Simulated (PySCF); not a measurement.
# How far are cheaper levels from CCSD(T)/CBS for BO?

PySCF; the state is a doublet (σ ↑). The composite is CCSD(T) extrapolated to the basis-set limit from two correlation-consistent sets, with core-valence (CV) and scalar-relativistic (SR) terms as its label shows; it has no spin–orbit coupling and nothing beyond (T). Here it is CCSD(T)/CBS(TQ)+CV+SR. It gives Re = 1.204 Å, ωe = 1896 cm⁻¹ and De = 8.46 eV to B + O.

| level | basis | relativity | Re (Å) | ωe (cm⁻¹) | De (eV) |
| --- | --- | --- | --- | --- | --- |
| UHF | cc-pVTZ | no relativity | 1.182 | 2081 | 5.81 |
| UHF-MP2 | pcseg-2 | no relativity | 1.209 | 1907 | 8.92 |
| UHF-SCS-MP2 | cc-pVTZ | no relativity | 1.208 | 1947 | 8.41 |
| UHF-SCS-MP2 | x2c-TZVPPall | spin-free X2C | 1.208 | 1940 | 8.41 |
| LDA | def2-TZVPPD | no relativity | 1.206 | 1886 | 10.09 |
| revPBE | aug-pcseg-1 | no relativity | 1.223 | 1826 | 8.57 |
| BLYP | x2c-TZVPPall | spin-free X2C | 1.215 | 1832 | 8.69 |
| TPSS | x2c-TZVPPall | spin-free X2C | 1.213 | 1844 | 8.38 |
| HSE06 | 6-311G(d,p) | no relativity | 1.200 | 1943 | 8.40 |
| LC-ωPBE | aug-pcseg-1 | no relativity | 1.202 | 1960 | 8.51 |

Task: Give the difference of each row from the composite.

Result: 

```tsv
level	basis	ΔRe (pm)	Δωe (%)	ΔDe (eV)
UHF	cc-pVTZ	-2.2	+9.8	-2.65
UHF-MP2	pcseg-2	+0.5	+0.6	+0.46
UHF-SCS-MP2	cc-pVTZ	+0.4	+2.7	-0.05
UHF-SCS-MP2	x2c-TZVPPall	+0.4	+2.3	-0.05
LDA	def2-TZVPPD	+0.2	-0.5	+1.63
revPBE	aug-pcseg-1	+1.9	-3.7	+0.11
BLYP	x2c-TZVPPall	+1.1	-3.4	+0.23
TPSS	x2c-TZVPPall	+0.9	-2.7	-0.08
HSE06	6-311G(d,p)	-0.4	+2.5	-0.06
LC-ωPBE	aug-pcseg-1	-0.2	+3.4	+0.05
```

Task: Which rows come closest in De?

Result: UHF-SCS-MP2 in cc-pVTZ (-0.05 eV); UHF-SCS-MP2 in x2c-TZVPPall (-0.05 eV); HSE06 in 6-311G(d,p) (-0.06 eV); LC-ωPBE in aug-pcseg-1 (+0.05 eV), counted from the composite.

Correlated steps freeze 2 core orbitals. The state was picked by a PBE0 search and need not be the measured ground state.
